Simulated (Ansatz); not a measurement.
Basis-set extrapolation for C₂H₃O+ (`CC#[O+]`) (PBE0-D4/def2-TZVP geometry, frozen core, Ansatz). Multiplicity 1, RHF reference.

```json
{"": "HF", "def2-TZVPP": "-152.123920", "def2-QZVPP": "-152.130770"}
{"": "MP2 correlation", "def2-TZVPP": "-0.529622", "def2-QZVPP": "-0.565891"}
{"": "CCSD(T) correlation", "def2-TZVPP": "-0.565415", "def2-QZVPP": "not run"}
```

Energies in hartree. Use E(X) = E(∞) + A·exp(−7.88·√X) for Hartree–Fock and E(X) = E(∞) + B·X^(−2.97) for correlation, with X = 3 and 4, and add CCSD(T) minus MP2 of the smaller set to the MP2 limit.

Q: What is the CCSD(T) energy at the basis-set limit?

A: HF limit: -152.130770 + (-0.006850) × 0.13774 = -152.13171. MP2 limit: -0.565891 + (-0.036269) × 0.74074 = -0.59276. Higher-order term: -0.565415 − (-0.529622) = -0.03579. Total: -152.76026 hartree, 186.2 kJ/mol below CCSD(T)/def2-TZVPP.
